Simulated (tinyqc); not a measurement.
G0W0 on RHF in the sto-3g basis, for H2O, spin multiplicity 1, step by step. Computed by tinyqc, a small Python program that keeps every step (integrals from PySCF). Settings: charge = 0, multiplicity = 1, basis = sto-3g, method = RHF, energy threshold = 1e-10, iteration cap = 64, orthogonalisation = canonical, start = Wolfsberg-Helmholz matrix, DIIS depth = 6. Command: `OMP_NUM_THREADS=1 python tinyqc.py 29252 29253 out.jsonl` (the two numbers bound the seeds that draw the settings). One thread of a shared host (Intel(R) Xeon(R) Processor @ 2.60GHz), about 0.06 s of CPU time with the checks. The early iterations of the SCF are left out here.

## One-electron integrals

Geometry (angstrom):

| atom | x | y | z |
|---|---|---|---|
| O | 0.00000 | 0.00000 | 0.00000 |
| H | 0.00000 | 0.71200 | 0.62200 |
| H | 0.00000 | -0.71200 | 0.62200 |

Basis sto-3g: exponents (1/bohr^2) and contraction coefficients of normalised primitives:

| element | l (shell) | exponent | coefficient |
|---|---|---|---|
| O | s (1) | 130.70932 | 0.15433 |
| O | s (1) | 23.80886 | 0.53533 |
| O | s (1) | 6.44361 | 0.44463 |
| O | s (2) | 5.03315 | -0.09997 |
| O | s (2) | 1.16960 | 0.39951 |
| O | s (2) | 0.38039 | 0.70012 |
| O | p (3) | 5.03315 | 0.15592 |
| O | p (3) | 1.16960 | 0.60768 |
| O | p (3) | 0.38039 | 0.39196 |
| H | s (1) | 3.42525 | 0.15433 |
| H | s (1) | 0.62391 | 0.53533 |
| H | s (1) | 0.16886 | 0.44463 |

Overlap, kinetic and nuclear-attraction integrals over the contracted functions; the nuclear repulsion is the sum of Za Zb / Rab.

nuclear repulsion = 9.3272019 hartree

overlap S, lower triangle:
```
          1O 1s    1O 2s   1O 2px    1O 2py   1O 2pz    2H 1s    3H 1s
1O 1s   1.00000
1O 2s   0.23670  1.00000
1O 2px  0.00000  0.00000  1.00000
1O 2py  0.00000  0.00000  0.00000   1.00000
1O 2pz  0.00000  0.00000  0.00000   0.00000  1.00000
2H 1s   0.05551  0.48257  0.00000   0.29937  0.26153  1.00000
3H 1s   0.05551  0.48257  0.00000  -0.29937  0.26153  0.28596  1.00000
```

kinetic energy T (hartree), lower triangle:
```
           1O 1s    1O 2s   1O 2px    1O 2py   1O 2pz    2H 1s    3H 1s
1O 1s   29.00320
1O 2s   -0.16801  0.80813
1O 2px   0.00000  0.00000  2.52873
1O 2py   0.00000  0.00000  0.00000   2.52873
1O 2pz   0.00000  0.00000  0.00000   0.00000  2.52873
2H 1s   -0.00165  0.13435  0.00000   0.22098  0.19305  0.76003
3H 1s   -0.00165  0.13435  0.00000  -0.22098  0.19305  0.01701  0.76003
```

nuclear attraction V (hartree), lower triangle:
```
            1O 1s      1O 2s    1O 2px     1O 2py     1O 2pz     2H 1s     3H 1s
1O 1s   -61.73790
1O 2s    -7.44806  -10.15541
1O 2px    0.00000    0.00000  -9.99656
1O 2py    0.00000    0.00000   0.00000  -10.14228
1O 2pz   -0.02094   -0.24518   0.00000    0.00000  -10.10777
2H 1s    -1.79827   -3.95925   0.00000   -2.18207   -1.99307  -5.90345
3H 1s    -1.79827   -3.95925   0.00000    2.18207   -1.99307  -1.83397  -5.90345
```

core Hamiltonian H = T + V (hartree), lower triangle:
```
            1O 1s     1O 2s    1O 2px    1O 2py    1O 2pz     2H 1s     3H 1s
1O 1s   -32.73470
1O 2s    -7.61607  -9.34728
1O 2px    0.00000   0.00000  -7.46783
1O 2py    0.00000   0.00000   0.00000  -7.61355
1O 2pz   -0.02094  -0.24518   0.00000   0.00000  -7.57904
2H 1s    -1.79992  -3.82490   0.00000  -1.96109  -1.80002  -5.14341
3H 1s    -1.79992  -3.82490   0.00000   1.96109  -1.80002  -1.81697  -5.14341
```

## Two-electron integrals

Functions are numbered as in S; the eight-fold symmetry (ij|kl) = (ji|kl) = (kl|ij) leaves the list below.

Two-electron integrals (ij|kl) in chemists' order, unique and non-zero (hartree):
```
(11|11) 4.78507    (21|11) 0.74138    (21|21) 0.13687    (22|11) 1.11895
(22|21) 0.25663    (22|22) 0.81721    (31|31) 0.02448    (32|31) 0.03781
(32|32) 0.18052    (33|11) 1.11581    (33|21) 0.25668    (33|22) 0.81702
(33|33) 0.88016    (41|41) 0.02448    (42|41) 0.03781    (42|42) 0.18052
(43|43) 0.04744    (44|11) 1.11581    (44|21) 0.25668    (44|22) 0.81702
(44|33) 0.78527    (44|44) 0.88016    (51|51) 0.02448    (52|51) 0.03781
(52|52) 0.18052    (53|53) 0.04744    (54|54) 0.04744    (55|11) 1.11581
(55|21) 0.25668    (55|22) 0.81702    (55|33) 0.78527    (55|44) 0.78527
(55|55) 0.88016    (61|11) 0.17672    (61|21) 0.03233    (61|22) 0.06017
(61|33) 0.06006    (61|41) 0.00112    (61|42) 0.00209    (61|44) 0.06025
(61|51) 0.00098    (61|52) 0.00182    (61|54) 0.00017    (61|55) 0.06021
(61|61) 0.00774    (62|11) 0.41190    (62|21) 0.09557    (62|22) 0.33485
(62|33) 0.32932    (62|41) 0.00537    (62|42) 0.04033    (62|44) 0.33856
(62|51) 0.00470    (62|52) 0.03524    (62|54) 0.00807    (62|55) 0.33637
(62|61) 0.02298    (62|62) 0.16710    (63|31) 0.01022    (63|32) 0.05868
(63|43) 0.00847    (63|53) 0.00740    (63|63) 0.02438    (64|11) 0.21750
(64|21) 0.05114    (64|22) 0.19139    (64|33) 0.18262    (64|41) 0.01275
(64|42) 0.08065    (64|44) 0.20475    (64|51) 0.00221    (64|52) 0.01919
(64|54) 0.01193    (64|55) 0.18658    (64|61) 0.01286    (64|62) 0.11601
(64|64) 0.10403    (65|11) 0.19001    (65|21) 0.04468    (65|22) 0.16720
(65|33) 0.15954    (65|41) 0.00221    (65|42) 0.01919    (65|44) 0.16407
(65|51) 0.01215    (65|52) 0.07545    (65|54) 0.01243    (65|55) 0.17780
(65|61) 0.01124    (65|62) 0.10135    (65|64) 0.06959    (65|65) 0.08517
(66|11) 0.53762    (66|21) 0.12677    (66|22) 0.50753    (66|33) 0.48684
(66|41) 0.00959    (66|42) 0.09777    (66|44) 0.52169    (66|51) 0.00838
(66|52) 0.08541    (66|54) 0.03045    (66|55) 0.51344    (66|61) 0.03079
(66|62) 0.31276    (66|64) 0.24811    (66|65) 0.21675    (66|66) 0.77461
(71|11) 0.17672    (71|21) 0.03233    (71|22) 0.06017    (71|33) 0.06006
(71|41) -0.00112   (71|42) -0.00209   (71|44) 0.06025    (71|51) 0.00098
(71|52) 0.00182    (71|54) -0.00017   (71|55) 0.06021    (71|61) 0.00763
(71|62) 0.02233    (71|64) 0.01137    (71|65) 0.01092    (71|66) 0.02957
(71|71) 0.00774    (72|11) 0.41190    (72|21) 0.09557    (72|22) 0.33485
(72|33) 0.32932    (72|41) -0.00537   (72|42) -0.04033   (72|44) 0.33856
(72|51) 0.00470    (72|52) 0.03524    (72|54) -0.00807   (72|55) 0.33637
(72|61) 0.02233    (72|62) 0.13911    (72|64) 0.06597    (72|65) 0.08222
(72|66) 0.21815    (72|71) 0.02298    (72|72) 0.16710    (73|31) 0.01022
(73|32) 0.05868    (73|43) -0.00847   (73|53) 0.00740    (73|63) 0.01974
(73|73) 0.02438    (74|11) -0.21750   (74|21) -0.05114   (74|22) -0.19139
(74|33) -0.18262   (74|41) 0.01275    (74|42) 0.08065    (74|44) -0.20475
(74|51) -0.00221   (74|52) -0.01919   (74|54) 0.01193    (74|55) -0.18658
(74|61) -0.01137   (74|62) -0.06597   (74|64) -0.01190   (74|65) -0.03805
(74|66) -0.08977   (74|71) -0.01286   (74|72) -0.11601   (74|74) 0.10403
(75|11) 0.19001    (75|21) 0.04468    (75|22) 0.16720    (75|33) 0.15954
(75|41) -0.00221   (75|42) -0.01919   (75|44) 0.16407    (75|51) 0.01215
(75|52) 0.07545    (75|54) -0.01243   (75|55) 0.17780    (75|61) 0.01092
(75|62) 0.08222    (75|64) 0.03805    (75|65) 0.06760    (75|66) 0.14196
(75|71) 0.01124    (75|72) 0.10135    (75|74) -0.06959   (75|75) 0.08517
(76|11) 0.18077    (76|21) 0.04234    (76|22) 0.16107    (76|33) 0.15714
(76|44) 0.15997    (76|51) 0.00326    (76|52) 0.02908    (76|55) 0.16592
(76|61) 0.01010    (76|62) 0.08065    (76|64) 0.04803    (76|65) 0.05499
(76|66) 0.15672    (76|71) 0.01010    (76|72) 0.08065    (76|74) -0.04803
(76|75) 0.05499    (76|76) 0.04722    (77|11) 0.53762    (77|21) 0.12677
(77|22) 0.50753    (77|33) 0.48684    (77|41) -0.00959   (77|42) -0.09777
(77|44) 0.52169    (77|51) 0.00838    (77|52) 0.08541    (77|54) -0.03045
(77|55) 0.51344    (77|61) 0.02957    (77|62) 0.21815    (77|64) 0.08977
(77|65) 0.14196    (77|66) 0.36215    (77|71) 0.03079    (77|72) 0.31276
(77|74) -0.24811   (77|75) 0.21675    (77|76) 0.15672    (77|77) 0.77461
```

## Orthogonalisation

S = U s U^T; canonical form X = U s^(-1/2), so that X^T S X = 1. Each column of U has its largest component positive (the first on a tie).

eigenvalues of S: 0.33438  0.41016  0.88065  1.00000  1.09930  1.30388  1.97163

X:
```
               1         2         3        4         5         6        7
1O 1s   -0.29966   0.00000   0.75916  0.00000  -0.62011   0.00000  0.14192
1O 2s    1.19458   0.00000  -0.31363  0.00000  -0.31621   0.00000  0.40681
1O 2px   0.00000   0.00000   0.00000  1.00000   0.00000   0.00000  0.00000
1O 2py   0.00000   0.91049   0.00000  0.00000   0.00000   0.71145  0.00000
1O 2pz   0.58965   0.00000   0.64604  0.00000   0.62974   0.00000  0.20173
2H 1s   -0.75037  -0.89697  -0.14741  0.00000   0.11955   0.36109  0.37474
3H 1s   -0.75037   0.89697  -0.14741  0.00000   0.11955  -0.36109  0.37474
```

## Starting guess

The start is the generalised Wolfsberg-Helmholz matrix (K = 1.75) built on H; D = 2 C_occ C_occ^T.

D at the start, lower triangle:
```
           1O 1s     1O 2s   1O 2px    1O 2py   1O 2pz    2H 1s    3H 1s
1O 1s    2.06076
1O 2s   -0.23667   1.10078
1O 2px   0.00000   0.00000  2.00000
1O 2py   0.00000   0.00000  0.00000   1.37943
1O 2pz   0.12474  -0.45476  0.00000   0.00000  1.80059
2H 1s   -0.14346   0.34305  0.00000   0.38805  0.12150  0.26177
3H 1s   -0.14346   0.34305  0.00000  -0.38805  0.12150  0.04344  0.26177
```

## Iteration 7 (converged): orbitals

converged F (hartree), lower triangle:
```
            1O 1s     1O 2s    1O 2px    1O 2py    1O 2pz     2H 1s     3H 1s
1O 1s   -20.23992
1O 2s    -5.16446  -2.45545
1O 2px    0.00000   0.00000  -0.39673
1O 2py    0.00000   0.00000   0.00000  -0.32161
1O 2pz   -0.03022  -0.14081   0.00000   0.00000  -0.36689
2H 1s    -1.22948  -1.04902   0.00000  -0.38308  -0.39821  -0.60236
3H 1s    -1.22948  -1.04902   0.00000   0.38308  -0.39821  -0.44064  -0.60236
```

Diagonalise F' = X^T F X, C = X C', fill 5 alpha and 5 beta electrons from the bottom; D = 2 C_occ C_occ^T. Each column has its largest component positive (the first on a tie).

F' = X^T F X (hartree), lower triangle:
```
          1        2         3         4         5         6         7
1   0.24642
2   0.00000  0.72456
3   1.51780  0.00000  -9.11009
4   0.00000  0.00000   0.00000  -0.39673
5  -1.04257  0.00000   9.00707   0.00000  -9.74603
6   0.00000  0.13346   0.00000   0.00000   0.00000  -0.59861
7   0.07984  0.00000  -3.64539   0.00000   3.93469   0.00000  -2.76473
```

orbital energies (hartree): MO1 -20.24876, MO2 -1.28279, MO3 -0.61194, MO4 -0.47052, MO5 -0.39673, MO6 0.62765, MO7 0.73788

coefficients C:
```
             MO1       MO2       MO3       MO4      MO5       MO6       MO7
1O 1s    0.99412  -0.23168   0.00000   0.10824  0.00000  -0.13091   0.00000
1O 2s    0.02672   0.82710   0.00000  -0.56157  0.00000   0.88920   0.00000
1O 2px   0.00000   0.00000   0.00000   0.00000  1.00000   0.00000   0.00000
1O 2py   0.00000   0.00000   0.61746   0.00000  0.00000   0.00000   0.97668
1O 2pz   0.00468   0.14123   0.00000   0.75785  0.00000   0.77975   0.00000
2H 1s   -0.00604   0.15853   0.44843   0.28045  0.00000  -0.79730  -0.85665
3H 1s   -0.00604   0.15853  -0.44843   0.28045  0.00000  -0.79730   0.85665
```

D after iteration 7, lower triangle:
```
           1O 1s     1O 2s   1O 2px    1O 2py   1O 2pz     2H 1s    3H 1s
1O 1s    2.10732
1O 2s   -0.45169   2.00036
1O 2px   0.00000   0.00000  2.00000
1O 2py   0.00000   0.00000  0.00000   0.76252
1O 2pz   0.10792  -0.61731  0.00000   0.00000  1.18861
2H 1s   -0.02475  -0.05307  0.00000   0.55378  0.46979   0.60981
3H 1s   -0.02475  -0.05307  0.00000  -0.55378  0.46979  -0.19454  0.60981
```

## Convergence

Stop when the energy changes by less than 1e-10 hartree and every element of the error matrix X^T (F D S - S D F) X is below 3e-06.

Course of the cycle:

| iteration | E (hartree) | change | largest element of the error matrix |
|---|---|---|---|
| 1 | -74.6538861 | - | 6.93e-01 |
| 2 | -74.9424743 | -2.89e-01 | 1.58e-01 |
| 3 | -74.9596733 | -1.72e-02 | 3.17e-02 |
| 4 | -74.9606431 | -9.70e-04 | 5.12e-03 |
| 5 | -74.9606894 | -4.63e-05 | 3.88e-04 |
| 6 | -74.9606896 | -2.18e-07 | 5.15e-06 |
| 7 | -74.9606896 | -1.13e-11 | 1.12e-07 |

PySCF RHF in the same basis = -74.9606896 hartree

Converged in 7 iterations.

## Populations, bond orders and dipole

Mulliken: Z minus the diagonal of D S on the atom; Loewdin: the same with S^(1/2) D S^(1/2); Mayer order: 2 sum_s sum (D(s) S)_ij (D(s) S)_ji over the two atoms.

Charges (e):

| atom | Mulliken | Loewdin |
|---|---|---|
| 1O | -0.36831 | -0.25393 |
| 2H | 0.18415 | 0.12697 |
| 3H | 0.18415 | 0.12697 |

Mayer bond orders:

| pair | order |
|---|---|
| 2-1 | 0.95798 |
| 3-1 | 0.95798 |
| 3-2 | 0.00811 |

dipole moment about the origin, x y z (debye): 0.00000  0.00000  1.78567

## Integrals over molecular orbitals

(pq|rs) = sum C_ip C_jq C_kr C_ls (ij|kl), one index at a time.

one-electron integrals over orbitals h = C^T H C (hartree), lower triangle:
```
           1         2         3         4         5         6         7
1  -32.71702
2    0.55501  -7.69245
3    0.00000   0.00000  -6.41260
4   -0.24845   0.43245   0.00000  -6.98725
5    0.00000   0.00000   0.00000   0.00000  -7.46783
6    0.30022  -1.39720   0.00000  -1.08704   0.00000  -5.40010
7    0.00000   0.00000  -1.67893   0.00000   0.00000   0.00000  -5.58164
```

Two-electron integrals over orbitals (pq|rs), unique and non-zero (hartree):
```
(11|11) 4.74442    (21|11) -0.41458   (21|21) 0.05772    (22|11) 1.00306
(22|21) -0.01245   (22|22) 0.73211    (31|31) 0.01135    (32|31) 0.01812
(32|32) 0.14471    (33|11) 0.80965    (33|21) -0.00440   (33|22) 0.65161
(33|33) 0.63949    (41|11) 0.19275    (41|21) -0.02342   (41|22) 0.01698
(41|33) 0.00682    (41|41) 0.02824    (42|11) -0.13159   (42|21) 0.00963
(42|22) 0.00745    (42|33) 0.00648    (42|41) 0.01779    (42|42) 0.12192
(43|31) -0.00396   (43|32) 0.01751    (43|43) 0.04784    (44|11) 0.99556
(44|21) -0.01386   (44|22) 0.67133    (44|33) 0.60168    (44|41) -0.01114
(44|42) -0.10377   (44|44) 0.78036    (51|51) 0.02605    (52|51) 0.03231
(52|52) 0.14342    (53|53) 0.02933    (54|51) -0.01414   (54|52) -0.04899
(54|54) 0.05737    (55|11) 1.11534    (55|21) -0.01162   (55|22) 0.74666
(55|33) 0.63426    (55|41) 0.00539    (55|42) -0.07042   (55|44) 0.72730
(55|55) 0.88016    (61|11) -0.23567   (61|21) 0.03569    (61|22) 0.00042
(61|33) 0.00051    (61|41) -0.00082   (61|42) 0.02071    (61|44) -0.02009
(61|55) -0.00611   (61|61) 0.03208    (62|11) 0.31107    (62|21) -0.00631
(62|22) 0.14535    (62|33) 0.08038    (62|41) 0.01894    (62|42) 0.01890
(62|44) 0.08566    (62|55) 0.15945    (62|61) 0.00770    (62|62) 0.10376
(63|31) 0.00355    (63|32) -0.03486   (63|43) -0.02681   (63|63) 0.06581
(64|11) 0.22162    (64|21) -0.00245   (64|22) 0.09270    (64|33) 0.04444
(64|41) 0.00122    (64|42) -0.03791   (64|44) 0.12425    (64|55) 0.11719
(64|61) -0.00125   (64|62) 0.05908    (64|64) 0.07124    (65|51) 0.01556
(65|52) 0.05836    (65|54) -0.00217   (65|65) 0.03874    (66|11) 0.81880
(66|21) -0.00697   (66|22) 0.62370    (66|33) 0.57691    (66|41) 0.02149
(66|42) 0.05724    (66|44) 0.55428    (66|55) 0.59599    (66|61) 0.00906
(66|62) 0.10146    (66|64) 0.04443    (66|66) 0.60481    (71|31) 0.01533
(71|32) 0.02281    (71|43) -0.00552   (71|63) 0.00425    (71|71) 0.02076
(72|31) 0.01369    (72|32) 0.03736    (72|43) -0.03639   (72|63) 0.03618
(72|71) 0.01752    (72|72) 0.06089    (73|11) 0.35885    (73|21) -0.00760
(73|22) 0.13149    (73|33) 0.08992    (73|41) -0.00094   (73|42) -0.08013
(73|44) 0.15666    (73|55) 0.18703    (73|61) -0.00732   (73|62) 0.07634
(73|64) 0.08073    (73|66) 0.03764    (73|73) 0.15405    (74|31) -0.01016
(74|32) -0.07960   (74|43) 0.00285    (74|63) 0.04252    (74|71) -0.01347
(74|72) -0.01547   (74|74) 0.07137    (75|53) 0.02351    (75|75) 0.02371
(76|31) 0.00908    (76|32) 0.09643    (76|43) 0.04629    (76|63) -0.05897
(76|71) 0.01160    (76|72) -0.01281   (76|74) -0.05848   (76|76) 0.11195
(77|11) 0.85984    (77|21) -0.00902   (77|22) 0.62421    (77|33) 0.61364
(77|41) 0.00449    (77|42) -0.01042   (77|44) 0.60568    (77|55) 0.62179
(77|61) -0.00470   (77|62) 0.06833    (77|64) 0.03928    (77|66) 0.57076
(77|73) 0.08579    (77|77) 0.61873
```

## Screening: direct RPA

With D = e_a - e_i and K = (ia|jb): diagonalise D^(1/2) (D + 4K) D^(1/2) = Z w^2 Z^T; X + Y = D^(1/2) Z w^(-1/2), each column of Z with its largest component positive (the first on a tie); E_c = (sum w - tr (D + 2K)) / 2.

D^(1/2) (D + 4K) D^(1/2) (hartree^2), lower triangle:
```
           1>6        1>7      2>6       2>7      3>6      3>7      4>6      4>7
1>6  438.50324
1>7    0.00000  442.18193
2>6    0.19450    0.00000  4.44263
2>7    0.00000    0.45647  0.00000   4.57527
3>6    0.00000    0.08666  0.00000   0.22904  1.86288
3>7   -0.15551    0.00000  0.49033   0.00000  0.00000  2.65379
4>6   -0.02393    0.00000  0.34231   0.00000  0.00000  0.39318  1.51891
4>7    0.00000   -0.27125  0.00000  -0.09667  0.20814  0.00000  0.00000  1.80523
5>6    0.00000    0.00000  0.00000   0.00000  0.00000  0.00000  0.00000  0.00000
5>7    0.00000    0.00000  0.00000   0.00000  0.00000  0.00000  0.00000  0.00000

         5>6      5>7
5>6  1.20809
5>7  0.00000  1.39498
```

excitation energies w (hartree): 1.09913  1.17664  1.18109  1.26762  1.42816  1.61322  2.14388  2.15133  20.94047  21.02814

X + Y:
```
           1         2        3         4         5         6         7         8
1>6  0.00000  -0.00007  0.00000   0.00000   0.00000   0.00170   0.00000  -0.00101
1>7  0.00000   0.00000  0.00000   0.00207   0.00119   0.00000  -0.00336   0.00000
2>6  0.00000  -0.08119  0.00000   0.00000   0.00000  -0.31755   0.00000   0.89933
2>7  0.00000   0.00000  0.00000   0.09548  -0.04895   0.00000   0.96724   0.00000
3>6  0.00000   0.00000  0.00000  -0.66153   0.68833   0.00000   0.06181   0.00000
3>7  0.00000  -0.29213  0.00000   0.00000   0.00000   0.84610   0.00000   0.20961
4>6  0.00000   0.92741  0.00000   0.00000   0.00000   0.20085   0.00000   0.09897
4>7  0.00000   0.00000  0.00000   0.72196   0.61872   0.00000  -0.02128   0.00000
5>6  0.96540   0.00000  0.00000   0.00000   0.00000   0.00000   0.00000   0.00000
5>7  0.00000   0.00000  0.98013   0.00000   0.00000   0.00000   0.00000   0.00000

            9        10
1>6   0.99847   0.00000
1>7   0.00000   0.99901
2>6   0.00014   0.00000
2>7   0.00000   0.00032
3>6   0.00000   0.00005
3>7  -0.00009   0.00000
4>6  -0.00001   0.00000
4>7   0.00000  -0.00015
5>6   0.00000   0.00000
5>7   0.00000   0.00000
```

RPA correlation energy = -0.0521375 hartree

## G0W0 on Hartree-Fock: HOMO

W(p,q,m) = sqrt2 sum_ia (pq|ia) (X+Y)_ia,m; Sigma_c(x) = sum_(i,m) W^2/(x - e_i + w_m) + sum_(a,m) W^2/(x - e_a - w_m); solve x = e_p + Sigma_c(x) by Newton steps; Z = 1/(1 - dSigma/dx); 1 hartree = 27.211386 eV.

The 12 largest terms at x = e_p (hartree; W for the signs of X + Y given):

| q | m | W | term |
|---|---|---|---|
| 5 | 8 | 0.27465 | 0.03506 |
| 5 | 6 | 0.18546 | 0.02132 |
| 2 | 1 | 0.07968 | 0.00320 |
| 5 | 2 | 0.05813 | 0.00287 |
| 6 | 1 | 0.05289 | -0.00132 |
| 3 | 3 | 0.03259 | 0.00076 |
| 7 | 3 | 0.03287 | -0.00047 |
| 1 | 1 | 0.02124 | 2.15e-05 |
| 4 | 1 | -0.00296 | 7.47e-06 |
| 5 | 9 | -0.00862 | 3.55e-06 |

Newton steps (hartree):

| step | x | Sigma_c(x) | Z |
|---|---|---|---|
| 0 | -0.39673 | 0.06146 | 0.96624 |
| 1 | -0.33735 | 0.05945 | 0.96821 |
| 2 | -0.33728 | 0.05945 | 0.96821 |

quasiparticle energy of the HOMO = -9.17797 eV

Hartree-Fock value = -10.79568 eV

## G0W0 on Hartree-Fock: LUMO

As before.

The 12 largest terms at x = e_p (hartree; W for the signs of X + Y given):

| q | m | W | term |
|---|---|---|---|
| 6 | 8 | 0.14641 | -0.00996 |
| 7 | 5 | -0.10767 | -0.00754 |
| 2 | 8 | 0.16285 | 0.00653 |
| 4 | 8 | 0.10905 | 0.00366 |
| 3 | 5 | 0.09877 | 0.00366 |
| 4 | 6 | 0.09030 | 0.00301 |
| 5 | 1 | 0.05289 | 0.00132 |
| 4 | 2 | 0.05330 | 0.00125 |
| 2 | 6 | 0.06155 | 0.00107 |
| 3 | 7 | 0.05394 | 0.00086 |
| 6 | 2 | 0.03107 | -0.00082 |
| 2 | 2 | 0.03404 | 0.00038 |

Newton steps (hartree):

| step | x | Sigma_c(x) | Z |
|---|---|---|---|
| 0 | 0.62765 | 0.00321 | 0.98281 |
| 1 | 0.63080 | 0.00315 | 0.98279 |
| 2 | 0.63080 | 0.00315 | 0.98279 |

quasiparticle energy of the LUMO = 17.16497 eV

Hartree-Fock value = 17.07915 eV
